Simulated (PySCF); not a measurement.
# C2H8Si (dimethylsilane): the cost of one run

The runs use PySCF 2.14.0, with density-fitted response routines of our own; the level of theory stands in each step. All values are computed, except where a source is named. Atoms are numbered from 0 throughout.

## 1. Starting geometry

11 atoms, charge 0, multiplicity 1; geometry from: GFN2-xTB.

Bonds of the start (Å): C0–Si1 1.90, Si1–C2 1.90, C0–H3 1.09, C0–H4 1.09, C0–H5 1.09, Si1–H6 1.47, Si1–H7 1.47, C2–H8 1.09, C2–H9 1.09, C2–H10 1.09.

## 2. Relaxing the molecule at PBE0-D3(BJ)/def2-SVP

The job: settings as JSON, then the geometry in Å.

```
{"job": {"xc": "PBE0", "basis": "def2-SVP", "d3": "d3bj", "grid": 1, "kind": "geom"}, "charge": 0, "multiplicity": 1}
C      1.475900     0.554120    -0.202240
Si     0.118740    -0.758350     0.045750
C     -1.572270     0.100840     0.147290
H      2.182310     0.551380     0.622230
H      1.059100     1.554840    -0.271210
H      2.041990     0.374650    -1.111180
H      0.358900    -1.504410     1.289020
H      0.121210    -1.705530    -1.077990
H     -2.372450    -0.620090     0.284970
H     -1.613870     0.798050     0.980390
H     -1.788730     0.659850    -0.758970
```

Launch:

```bash
OMP_NUM_THREADS=1 python probes_run.py task.json out
```

The driver reads the jobs from task.json and runs them one after another.

**Question.** How long does this first job take on 1 thread of Intel Xeon Platinum 8488C, shared host, and how much memory does it need?

About 9.2 s, with a peak of 0.35 GiB.
